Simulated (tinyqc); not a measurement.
Inside a calculation (part 2 of 2). Method: UHF in the sto-3g basis, for BH2, spin multiplicity 2. Computed by tinyqc, a small Python program that keeps every step (integrals from PySCF). Command: `OMP_NUM_THREADS=1 python tinyqc.py 29326 29327 out.jsonl` (the two numbers bound the seeds that draw the settings). One thread of a shared host (Intel(R) Xeon(R) Processor @ 2.60GHz), about 0.2 s of CPU time with the checks.

Geometry (angstrom):
```
atom       x        y       z
B     0.0000   0.0000  0.0000
H     0.0000   1.1770  0.4940
H     0.0000  -1.1770  0.4940
```

## Iteration 25 (converged): orbitals

converged F(alpha) (hartree), lower triangle:
```
          1B 1s    1B 2s  1B 2px   1B 2py   1B 2pz    2H 1s    3H 1s
1B 1s   -7.3722
1B 2s   -2.1711  -1.0979
1B 2px   0.0000   0.0000  0.2445
1B 2py   0.0000   0.0000  0.0000  -0.1769
1B 2pz  -0.0057   0.0433  0.0000   0.0000  -0.2023
2H 1s   -0.4527  -0.5133  0.0000  -0.3425  -0.1566  -0.3426
3H 1s   -0.4527  -0.5133  0.0000   0.3425  -0.1566  -0.0981  -0.3426
```

converged F(beta) (hartree), lower triangle:
```
          1B 1s    1B 2s  1B 2px   1B 2py   1B 2pz    2H 1s    3H 1s
1B 1s   -7.3420
1B 2s   -2.1497  -0.9075
1B 2px   0.0000   0.0000  0.2966
1B 2py   0.0000   0.0000  0.0000  -0.1156
1B 2pz  -0.0058  -0.1813  0.0000   0.0000   0.2897
2H 1s   -0.4468  -0.4949  0.0000  -0.3362  -0.1419  -0.3420
3H 1s   -0.4468  -0.4949  0.0000   0.3362  -0.1419  -0.0908  -0.3420
```

X:
```
              1        2        3       4        5        6       7
1B 1s   -0.3523   0.0000   0.7788  0.0000  -0.5593   0.0000  0.2216
1B 2s    1.1751   0.0000  -0.2615  0.0000  -0.2208   0.0000  0.4834
1B 2px   0.0000   0.0000   0.0000  1.0000   0.0000   0.0000  0.0000
1B 2py   0.0000   1.1308   0.0000  0.0000   0.0000   0.5803  0.0000
1B 2pz   0.4223   0.0000   0.6127  0.0000   0.7210   0.0000  0.1661
2H 1s   -0.7818  -0.8442  -0.2065  0.0000   0.1548   0.3887  0.3582
3H 1s   -0.7818   0.8442  -0.2065  0.0000   0.1548  -0.3887  0.3582
```

Diagonalise F' = X^T F X, C = X C', fill 4 alpha and 3 beta electrons from the bottom; D(s) = C_occ C_occ^T. Each column has its largest component positive (the first on a tie).

F' = X^T F X (alpha) (hartree), lower triangle:
```
         1       2        3       4        5        6        7
1   0.4307
2   0.0000  0.7334
3   0.7064  0.0000  -3.5351
4   0.0000  0.0000   0.0000  0.2445
5  -0.3836  0.0000   2.9248  0.0000  -2.8740
6   0.0000  0.0788   0.0000  0.0000   0.0000  -0.4424
7   0.2264  0.0000  -1.8414  0.0000   1.7298   0.0000  -1.7323
```

orbital energies (alpha) (hartree): MO1 -7.3780, MO2 -0.6157, MO3 -0.4477, MO4 -0.2823, MO5 0.2445, MO6 0.5652, MO7 0.7387

coefficients C (alpha):
```
            MO1      MO2      MO3      MO4     MO5      MO6      MO7
1B 1s    0.9910  -0.2418   0.0000   0.0963  0.0000  -0.2065   0.0000
1B 2s    0.0342   0.6833   0.0000  -0.4258  0.0000   1.0403   0.0000
1B 2px   0.0000   0.0000   0.0000   0.0000  1.0000   0.0000   0.0000
1B 2py   0.0000   0.0000   0.5037   0.0000  0.0000   0.0000   1.1669
1B 2pz   0.0025  -0.0027   0.0000   0.8603  0.0000   0.6009   0.0000
2H 1s   -0.0061   0.3139   0.4440   0.2335  0.0000  -0.8081  -0.8164
3H 1s   -0.0061   0.3139  -0.4440   0.2335  0.0000  -0.8081   0.8164
```

F' = X^T F X (beta) (hartree), lower triangle:
```
         1       2        3       4        5        6        7
1   0.4737
2   0.0000  0.7778
3   0.6297  0.0000  -3.2626
4   0.0000  0.0000   0.0000  0.2966
5  -0.4581  0.0000   3.2130  0.0000  -2.5202
6   0.0000  0.1228   0.0000  0.0000   0.0000  -0.4181
7   0.2732  0.0000  -1.8602  0.0000   1.6949   0.0000  -1.6841
```

orbital energies (beta) (hartree): MO1 -7.3469, MO2 -0.5540, MO3 -0.4306, MO4 0.2966, MO5 0.3203, MO6 0.5874, MO7 0.7903

coefficients C (beta):
```
            MO1      MO2      MO3     MO4      MO5      MO6      MO7
1B 1s    0.9919  -0.2081   0.0000  0.0000   0.1606  -0.1989   0.0000
1B 2s    0.0312   0.5470   0.0000  0.0000  -0.6494   1.0048   0.0000
1B 2px   0.0000   0.0000   0.0000  1.0000   0.0000   0.0000   0.0000
1B 2py   0.0000   0.0000   0.4630  0.0000   0.0000   0.0000   1.1837
1B 2pz   0.0032   0.1556   0.0000  0.0000   0.7852   0.6786   0.0000
2H 1s   -0.0057   0.3812   0.4720  0.0000   0.2336  -0.7786  -0.8005
3H 1s   -0.0057   0.3812  -0.4720  0.0000   0.2336  -0.7786   0.8005
```

D(alpha) after iteration 25, lower triangle:
```
          1B 1s    1B 2s  1B 2px   1B 2py  1B 2pz    2H 1s   3H 1s
1B 1s    1.0499
1B 2s   -0.1723   0.6494
1B 2px   0.0000   0.0000  0.0000
1B 2py   0.0000   0.0000  0.0000   0.2537
1B 2pz   0.0860  -0.3680  0.0000   0.0000  0.7401
2H 1s   -0.0594   0.1149  0.0000   0.2236  0.2000   0.3503
3H 1s   -0.0594   0.1149  0.0000  -0.2236  0.2000  -0.0440  0.3503
```

D(beta) after iteration 25, lower triangle:
```
          1B 1s   1B 2s  1B 2px   1B 2py  1B 2pz    2H 1s   3H 1s
1B 1s    1.0272
1B 2s   -0.0829  0.3002
1B 2px   0.0000  0.0000  0.0000
1B 2py   0.0000  0.0000  0.0000   0.2143
1B 2pz  -0.0292  0.0852  0.0000   0.0000  0.0242
2H 1s   -0.0850  0.2083  0.0000   0.2185  0.0593   0.3681
3H 1s   -0.0850  0.2083  0.0000  -0.2185  0.0593  -0.0775  0.3681
```

## Convergence

Stop when the energy changes by less than 1e-08 hartree and every element of the error matrix X^T (F D S - S D F) X (for each spin) is below 3e-05.

Course of the cycle:
```
iteration  E (hartree)     change  largest element of the error matrix
1           -25.333622          -                             3.49e-01
2           -25.300677   3.29e-02                             8.58e-02
3           -25.362974  -6.23e-02                             4.64e-02
4           -25.383550  -2.06e-02                             2.34e-02
5           -25.389578  -6.03e-03                             1.16e-02
6           -25.391402  -1.82e-03                             6.97e-03
7           -25.392006  -6.03e-04                             4.90e-03
8           -25.392232  -2.26e-04                             3.54e-03
9           -25.392329  -9.68e-05                             2.59e-03
10          -25.392375  -4.63e-05                             1.90e-03
11          -25.392399  -2.38e-05                             1.41e-03
12          -25.392411  -1.28e-05                             1.05e-03
13          -25.392418  -6.99e-06                             7.84e-04
14          -25.392422  -3.87e-06                             5.86e-04
15          -25.392424  -2.16e-06                             4.39e-04
16          -25.392426  -1.20e-06                             3.28e-04
17          -25.392426  -6.73e-07                             2.46e-04
18          -25.392427  -3.77e-07                             1.84e-04
19          -25.392427  -2.11e-07                             1.38e-04
20          -25.392427  -1.18e-07                             1.03e-04
21          -25.392427  -6.60e-08                             7.70e-05
22          -25.392427  -3.69e-08                             5.76e-05
23          -25.392427  -2.07e-08                             4.31e-05
24          -25.392427  -1.16e-08                             3.23e-05
25          -25.392427  -6.48e-09                             2.41e-05
```

PySCF UHF in the same basis, after a stability check = -25.392427 hartree

Converged in 25 iterations.

## Populations, bond orders and dipole

overlap S, lower triangle:
```
         1B 1s   1B 2s  1B 2px   1B 2py  1B 2pz   2H 1s   3H 1s
1B 1s   1.0000
1B 2s   0.2693  1.0000
1B 2px  0.0000  0.0000  1.0000
1B 2py  0.0000  0.0000  0.0000   1.0000
1B 2pz  0.0000  0.0000  0.0000   0.0000  1.0000
2H 1s   0.0546  0.4322  0.0000   0.4221  0.1771  1.0000
3H 1s   0.0546  0.4322  0.0000  -0.4221  0.1771  0.0648  1.0000
```

Mulliken: Z minus the diagonal of D S on the atom; Loewdin: the same with S^(1/2) D S^(1/2); Mayer order: 2 sum_s sum (D(s) S)_ij (D(s) S)_ji over the two atoms.

Charges (e):
```
atom  Mulliken  Loewdin  Mulliken spin
1B      0.1498   0.1337         1.0552
2H     -0.0749  -0.0669        -0.0276
3H     -0.0749  -0.0669        -0.0276
```

Mayer bond orders:
```
pair   order
2-1   0.9863
3-1   0.9863
3-2   0.0073
```

dipole moment about the origin, x y z (debye): 0.0000  0.0000  -0.0805

<S^2> of the determinant (pure state: 0.75) = 0.7522
